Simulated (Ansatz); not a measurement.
**One shape, several levels: C3H8O (1-propanol)**

We compute a comparison of 6 runs (HF/STO-3G, PBE/6-31G, B3LYP/6-31G*, PBE0/aug-cc-pVDZ, CAM-B3LYP/def2-TZVP, PBE0/pcseg-2) of C3H8O (1-propanol). 

Program for the calculation: Ansatz 0.2.0.

1 further run of the same task is left out (set aside as unsound or not needed).

### Step 1. The molecule

C3H8O has 12 atoms, charge 0, and is taken as a singlet. SMILES: `CCCO`. Geometry: relaxed at PBE0-D4/def2-TZVP. This is one conformer, not always the lowest.

Bond lengths: C1–C2 1.519 Å, C2–C3 1.516 Å, C3–O4 1.412 Å, C1–H5 1.094 Å, C1–H6 1.092 Å, C1–H7 1.093 Å, C2–H8 1.097 Å, C2–H9 1.094 Å, C3–H10 1.101 Å, C3–H11 1.094 Å, O4–H12 0.961 Å. Some angles: C1–C2–C3 112.3°, C2–C3–O4 113.3°, C1–C2–H8 109.7°, C1–C2–H9 110.5°, C3–C2–H8 109.0°, C3–C2–H9 108.6°, C2–C1–H5 111.3°, C2–C1–H6 111.4°, C2–C1–H7 111.1°, C2–C3–H10 109.8°.

### Step 2. Energy and forces at HF/STO-3G (run 1)

File job.yaml:

```yaml
crystal:
  periodic: [false, false, false]
  atoms:
    - {symbol: C, position_ang: [-0.969100, 1.139200, -0.250500]}
    - {symbol: C, position_ang: [-0.161900, 0.113800, 0.526800]}
    - {symbol: C, position_ang: [0.802100, -0.651000, -0.358500]}
    - {symbol: O, position_ang: [1.602700, -1.571400, 0.351900]}
    - {symbol: H, position_ang: [-1.556100, 0.666100, -1.042600]}
    - {symbol: H, position_ang: [-1.662800, 1.676100, 0.399200]}
    - {symbol: H, position_ang: [-0.316500, 1.879500, -0.721400]}
    - {symbol: H, position_ang: [-0.839700, -0.597900, 1.015100]}
    - {symbol: H, position_ang: [0.408200, 0.599300, 1.325000]}
    - {symbol: H, position_ang: [0.247500, -1.152600, -1.166000]}
    - {symbol: H, position_ang: [1.500700, 0.042600, -0.835000]}
    - {symbol: H, position_ang: [1.022000, -2.198800, 0.790000]}
basis:
  gaussian:
    orbitals: STO-3G
hamiltonian:
  xc: hf
accuracy: high
output: {forces: true, orbitals: {seedname: orbitals}}
```

Started as:

```sh
ansatz run job.yaml --threads 1 --pin off --max-ram 2610MiB --events-out events.jsonl --progress --plain --runs-dir runs
```

The log of the run:

```text
Warning: RAYON_NUM_THREADS=1 ignored (pool sized by the plan → 1); use --threads N
Functional definition: HF
  name "HF"
  exchange = exact_x
  correlation = 0
573 factors; integrals over basis functions are off by at most 3.0e-8 eV
mean field evaluation 1: about -5187.5118 eV, gradient 2.2e1 eV
mean field evaluation 2: about -5187.7762 eV, gradient 2.2e1 eV
mean field evaluation 4: about -5189.4698 eV, gradient 1.2e0 eV
mean field evaluation 8: about -5189.4747 eV, gradient 2.9e-6 eV
mean field -5189.47469844 eV, -190.7096776155 hartree, gradient 1.1e-8 eV, S^2 0.000000; 0 other end points of the search recorded, 0 dependent functions left out
the calculation of the forces begins
reference -5189.47469844 eV, -190.7096776155 hartree; 17, 17 occupied and 11, 11 virtual orbitals, 573 factors
Total energy: -5189.47469844 eV, -190.7096776155 hartree
Atom 0 at    -0.969100     1.139200    -0.250500 Å, force    -0.658515     0.935038    -0.690800 eV/Å
Atom 1 at    -0.161900     0.113800     0.526800 Å, force    -0.517332    -0.034555     1.553550 eV/Å
Atom 2 at     0.802100    -0.651000    -0.358500 Å, force     0.151311    -0.487919    -1.202700 eV/Å
Atom 3 at     1.602700    -1.571400     0.351900 Å, force     2.410594     0.586203    -0.312952 eV/Å
Atom 4 at    -1.556100     0.666100    -1.042600 Å, force     0.202069     0.067125     0.258838 eV/Å
Atom 5 at    -1.662800     1.676100     0.399200 Å, force     0.186858    -0.169266    -0.086813 eV/Å
Atom 6 at    -0.316500     1.879500    -0.721400 Å, force    -0.147159    -0.246397     0.161717 eV/Å
Atom 7 at    -0.839700    -0.597900     1.015100 Å, force     0.181942     0.254800    -0.181015 eV/Å
Atom 8 at     0.408200     0.599300     1.325000 Å, force    -0.188647    -0.032515    -0.224232 eV/Å
Atom 9 at     0.247500    -1.152600    -1.166000 Å, force    -0.010739     0.106406     0.058299 eV/Å
Atom 10 at     1.500700     0.042600    -0.835000 Å, force    -0.036985     0.047960    -0.012602 eV/Å
Atom 11 at     1.022000    -2.198800     0.790000 Å, force    -1.573397    -1.026881     0.678711 eV/Å
Dipole moment:    -0.316819     0.008709     0.009476 e Å
```

Run time: 0.74 s. Hardware: 1 thread of Arm Neoverse V1, shared host; peak memory 0.28 GiB.

### Step 3. Energy and gradient at PBE/6-31G (run 2)

File in.yaml:

```yaml
crystal:
  periodic: [false, false, false]
  atoms:
    - symbol: C
      position_ang: [-0.969100, 1.139200, -0.250500]
    - symbol: C
      position_ang: [-0.161900, 0.113800, 0.526800]
    - symbol: C
      position_ang: [0.802100, -0.651000, -0.358500]
    - symbol: O
      position_ang: [1.602700, -1.571400, 0.351900]
    - symbol: H
      position_ang: [-1.556100, 0.666100, -1.042600]
    - symbol: H
      position_ang: [-1.662800, 1.676100, 0.399200]
    - symbol: H
      position_ang: [-0.316500, 1.879500, -0.721400]
    - symbol: H
      position_ang: [-0.839700, -0.597900, 1.015100]
    - symbol: H
      position_ang: [0.408200, 0.599300, 1.325000]
    - symbol: H
      position_ang: [0.247500, -1.152600, -1.166000]
    - symbol: H
      position_ang: [1.500700, 0.042600, -0.835000]
    - symbol: H
      position_ang: [1.022000, -2.198800, 0.790000]
basis:
  gaussian:
    orbitals: 6-31G
hamiltonian:
  xc: {name: PBE}
accuracy: high
output:
  forces: true
  orbitals: {seedname: orbitals}
```

Started as:

```sh
ansatz run in.yaml --threads 1 --pin off --max-ram 2610MiB --events-out events.jsonl --progress --plain --runs-dir runs
```

The log of the run:

```text
Warning: RAYON_NUM_THREADS=1 ignored (pool sized by the plan → 1); use --threads N
Functional definition: PBE
  name "PBE"
  parameter kappa = 0.804
  parameter beta = 0.06672455060314922
  exchange = pbe_x(kappa = kappa, mu = beta*pi^2/3)
  correlation = pbe_c(beta = beta)
1401 factors; integrals over basis functions are off by at most 3.6e-9 eV
mean field evaluation 1: about -5270.7755 eV, gradient 6.3e1 eV
mean field evaluation 2: about -5259.5594 eV, gradient 9.4e1 eV
mean field evaluation 4: about -5279.9772 eV, gradient 5.3e0 eV
mean field evaluation 8: about -5280.0110 eV, gradient 1.9e-1 eV
mean field evaluation 16: about -5280.0111 eV, gradient 1.2e-5 eV
mean field -5280.01108223 eV, -194.0368283518 hartree, gradient 1.9e-8 eV, S^2 0.000000; 0 other end points of the search recorded, 0 dependent functions left out
the calculation of the forces begins
reference -5280.01108457 eV, -194.0368284380 hartree; 17, 17 occupied and 35, 35 virtual orbitals, 1401 factors
Total energy: -5280.01108457 eV, -194.0368284380 hartree
Atom 0 at    -0.969100     1.139200    -0.250500 Å, force    -0.109115     0.107919    -0.020682 eV/Å
Atom 1 at    -0.161900     0.113800     0.526800 Å, force    -0.052008     0.071451     0.076111 eV/Å
Atom 2 at     0.802100    -0.651000    -0.358500 Å, force    -0.385096     0.657126    -0.694954 eV/Å
Atom 3 at     1.602700    -1.571400     0.351900 Å, force     1.560534    -0.158859     0.229344 eV/Å
Atom 4 at    -1.556100     0.666100    -1.042600 Å, force    -0.215653    -0.162735    -0.289726 eV/Å
Atom 5 at    -1.662800     1.676100     0.399200 Å, force    -0.252219     0.200378     0.216882 eV/Å
Atom 6 at    -0.316500     1.879500    -0.721400 Å, force     0.225968     0.265755    -0.166457 eV/Å
Atom 7 at    -0.839700    -0.597900     1.015100 Å, force    -0.263400    -0.266108     0.198746 eV/Å
Atom 8 at     0.408200     0.599300     1.325000 Å, force     0.210051     0.158301     0.285794 eV/Å
Atom 9 at     0.247500    -1.152600    -1.166000 Å, force    -0.268516    -0.109131    -0.357403 eV/Å
Atom 10 at     1.500700     0.042600    -0.835000 Å, force     0.206337     0.209249    -0.156323 eV/Å
Atom 11 at     1.022000    -2.198800     0.790000 Å, force    -0.656884    -0.973345     0.678668 eV/Å
Dipole moment:    -0.404801     0.013589     0.017805 e Å
```

Wall time 6.3 s (1 thread of Arm Neoverse V1, shared host); peak memory 0.28 GiB.

### Step 4. Energy and forces at B3LYP/6-31G(d) (spherical functions) (run 3)

File job.yaml:

```yaml
crystal:
  periodic: [false, false, false]
  atoms:
    - symbol: C
      position_ang: [-0.969100, 1.139200, -0.250500]
    - symbol: C
      position_ang: [-0.161900, 0.113800, 0.526800]
    - symbol: C
      position_ang: [0.802100, -0.651000, -0.358500]
    - symbol: O
      position_ang: [1.602700, -1.571400, 0.351900]
    - symbol: H
      position_ang: [-1.556100, 0.666100, -1.042600]
    - symbol: H
      position_ang: [-1.662800, 1.676100, 0.399200]
    - symbol: H
      position_ang: [-0.316500, 1.879500, -0.721400]
    - symbol: H
      position_ang: [-0.839700, -0.597900, 1.015100]
    - symbol: H
      position_ang: [0.408200, 0.599300, 1.325000]
    - symbol: H
      position_ang: [0.247500, -1.152600, -1.166000]
    - symbol: H
      position_ang: [1.500700, 0.042600, -0.835000]
    - symbol: H
      position_ang: [1.022000, -2.198800, 0.790000]
basis:
  gaussian: {orbitals: 6-31G_st_-spherical.json}
hamiltonian: {xc: {name: B3LYP}}
output: {forces: true, orbitals: {seedname: orbitals}}
accuracy: high
```

The basis set 6-31G* is read from a file made from the Basis Set Exchange's data (not shown).

Started as:

```sh
ansatz run job.yaml --threads 1 --pin off --max-ram 2610MiB --events-out events.jsonl --progress --plain --runs-dir runs
```

The log of the run:

```text
Warning: RAYON_NUM_THREADS=1 ignored (pool sized by the plan → 1); use --threads N
Functional definition: B3LYP
  name "B3LYP"
  parameter a0 = 0.2
  parameter ax = 0.72
  parameter ac = 0.81
  exchange = (1 - a0 - ax)*slater_x + ax*b88_x + a0*exact_x
  correlation = (1 - ac)*vwn_rpa_c + ac*lyp_c
1820 factors; integrals over basis functions are off by at most 3.6e-9 eV
mean field evaluation 1: about -5281.0143 eV, gradient 5.7e1 eV
mean field evaluation 2: about -5277.9253 eV, gradient 6.9e1 eV
mean field evaluation 4: about -5288.1050 eV, gradient 2.8e0 eV
mean field evaluation 8: about -5288.3754 eV, gradient 1.8e-1 eV
mean field evaluation 16: about -5288.3755 eV, gradient 1.9e-5 eV
mean field -5288.37546257 eV, -194.3442136597 hartree, gradient 6.7e-8 eV, S^2 0.000000; 0 other end points of the search recorded, 0 dependent functions left out
the calculation of the forces begins
reference -5288.37549672 eV, -194.3442149150 hartree; 17, 17 occupied and 55, 55 virtual orbitals, 1820 factors
Total energy: -5288.37549672 eV, -194.3442149150 hartree
Atom 0 at    -0.969100     1.139200    -0.250500 Å, force    -0.145062     0.167939    -0.079935 eV/Å
Atom 1 at    -0.161900     0.113800     0.526800 Å, force    -0.028017     0.006764     0.212362 eV/Å
Atom 2 at     0.802100    -0.651000    -0.358500 Å, force     0.033507    -0.056432    -0.205724 eV/Å
Atom 3 at     1.602700    -1.571400     0.351900 Å, force     0.556858     0.076181    -0.017984 eV/Å
Atom 4 at    -1.556100     0.666100    -1.042600 Å, force    -0.073711    -0.041725    -0.095480 eV/Å
Atom 5 at    -1.662800     1.676100     0.399200 Å, force    -0.088433     0.072813     0.066703 eV/Å
Atom 6 at    -0.316500     1.879500    -0.721400 Å, force     0.060537     0.090514    -0.057288 eV/Å
Atom 7 at    -0.839700    -0.597900     1.015100 Å, force    -0.073713    -0.074244     0.067315 eV/Å
Atom 8 at     0.408200     0.599300     1.325000 Å, force     0.051628     0.037626     0.086385 eV/Å
Atom 9 at     0.247500    -1.152600    -1.166000 Å, force    -0.065679    -0.031946    -0.117708 eV/Å
Atom 10 at     1.500700     0.042600    -0.835000 Å, force     0.071290     0.037063    -0.044797 eV/Å
Atom 11 at     1.022000    -2.198800     0.790000 Å, force    -0.299203    -0.284553     0.186150 eV/Å
Dipole moment:    -0.348570     0.005172     0.023601 e Å
```

Wall time 9 s (1 thread of Arm Neoverse V1, shared host); peak memory 0.28 GiB.

Runs 4 to 5 aren't shown in full; the table further down has their settings and results.

### Step 5. Energy and gradient at PBE0/pcseg-2 (run 6)

in.yaml: that of step 3 with these lines changed.

```diff
@@ -29,5 +29,5 @@
   gaussian:
-    orbitals: 6-31G
+    orbitals: pcseg-2
 hamiltonian:
-  xc: {name: PBE}
+  xc: {name: PBE0}
 accuracy: high
```

Started as:

```sh
ansatz run in.yaml --threads 1 --pin off --max-ram 2610MiB --events-out events.jsonl --progress --plain --runs-dir runs
```

The log of the run:

```text
Warning: RAYON_NUM_THREADS=1 ignored (pool sized by the plan → 1); use --threads N
Functional definition: PBE0
  name "PBE0"
  parameter a = 0.25
  parameter kappa = 0.804
  parameter beta = 0.06672455060314922
  exchange = (1 - a)*pbe_x(kappa = kappa, mu = beta*pi^2/3) + a*exact_x
  correlation = pbe_c(beta = beta)
4331 factors; integrals over basis functions are off by at most 7.2e-9 eV
mean field evaluation 1: about -5274.5103 eV, gradient 6.7e1 eV
mean field evaluation 2: about -5269.6378 eV, gradient 8.2e1 eV
mean field evaluation 4: about -5284.2911 eV, gradient 4.4e0 eV
mean field evaluation 8: about -5284.4826 eV, gradient 2.3e-1 eV
mean field evaluation 16: about -5284.4827 eV, gradient 2.7e-5 eV
mean field -5284.48267288 eV, -194.2011562774 hartree, gradient 5.2e-8 eV, S^2 0.000000; 0 other end points of the search recorded, 0 dependent functions left out
the calculation of the forces begins
reference -5284.48267653 eV, -194.2011564115 hartree; 17, 17 occupied and 215, 215 virtual orbitals, 4331 factors
Total energy: -5284.48267653 eV, -194.2011564115 hartree
Atom 0 at    -0.969100     1.139200    -0.250500 Å, force    -0.022721     0.033011    -0.021211 eV/Å
Atom 1 at    -0.161900     0.113800     0.526800 Å, force    -0.004090    -0.002785     0.046694 eV/Å
Atom 2 at     0.802100    -0.651000    -0.358500 Å, force     0.011596     0.016678    -0.059600 eV/Å
Atom 3 at     1.602700    -1.571400     0.351900 Å, force    -0.085166    -0.104209     0.059478 eV/Å
Atom 4 at    -1.556100     0.666100    -1.042600 Å, force     0.014470     0.014320     0.020679 eV/Å
Atom 5 at    -1.662800     1.676100     0.399200 Å, force     0.017561    -0.012770    -0.019506 eV/Å
Atom 6 at    -0.316500     1.879500    -0.721400 Å, force    -0.021553    -0.020161     0.013389 eV/Å
Atom 7 at    -0.839700    -0.597900     1.015100 Å, force     0.020650     0.023121    -0.010161 eV/Å
Atom 8 at     0.408200     0.599300     1.325000 Å, force    -0.023303    -0.013505    -0.023633 eV/Å
Atom 9 at     0.247500    -1.152600    -1.166000 Å, force     0.026347     0.018010     0.032161 eV/Å
Atom 10 at     1.500700     0.042600    -0.835000 Å, force    -0.026137    -0.023786     0.014161 eV/Å
Atom 11 at     1.022000    -2.198800     0.790000 Å, force     0.092347     0.072076    -0.052451 eV/Å
Dipole moment:    -0.361205     0.026743     0.011059 e Å
```

It took 59 s on 1 thread of Arm Neoverse V1, shared host; peak memory 1.6 GiB.

### Step 6. The series

```csv
run,level,energy (Eh),dipole moment (D),HOMO energy (eV),LUMO energy (eV),wall time
1,HF/STO-3G,-190.709678,1.52,-9.41,15.58,0.74 s
2,PBE/6-31G,-194.036828,1.95,-5.60,1.36,6.3 s
3,B3LYP/6-31G* (spherical functions),-194.344215,1.68,-7.08,2.19,9 s
4,PBE0/aug-cc-pVDZ,-194.149832,1.73,-7.80,-0.08,30 s
5,CAM-B3LYP/def2-TZVP,-194.333697,1.77,-9.27,1.82,32 s
6,PBE0/pcseg-2,-194.201156,1.74,-7.82,0.56,59 s
```

### Step 7. Outcome

```
                       quantity          value
            run 6: total energy  -194.20116 Eh
           run 6: dipole moment         1.74 D
             run 6: HOMO energy       -7.82 eV
             run 6: LUMO energy        0.56 eV
           run 6: HOMO–LUMO gap        8.38 eV
run 6: largest force on an atom     0.147 eV/Å
```

What this shows: The dipole moment (its size) runs from 1.52 D (HF/STO-3G) to 1.95 D (PBE/6-31G). The two ends differ in method and basis. The HOMO–LUMO gap runs from 6.96 eV (PBE/6-31G) to 24.99 eV (HF/STO-3G). Totals of different functionals can't be ranked against each other. In run 1 the basis is minimal, so the values are rough. All runs together took 2.3 min, the longest 59 s.
